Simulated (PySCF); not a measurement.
**HO, SMILES `[OH]` (charge 0, multiplicity 2)**

Method: PySCF 2.14.0 with TPSSh-D3(BJ)/def2-TZVP // TPSS-D3(BJ)/def2-SVP.

| Property | Result |
|---|---|
| highest occupied spin orbital | -8.07 eV |
| dipole moment | 1.75 D |
| total energy | -75.7653 Ha |
| cost | about 10 core-seconds (a rough figure) |

```xyz
2

O      0.4945     0.0000     0.0000
H     -0.4947     0.0000     0.0000
```
Charge 0, spin multiplicity 2.
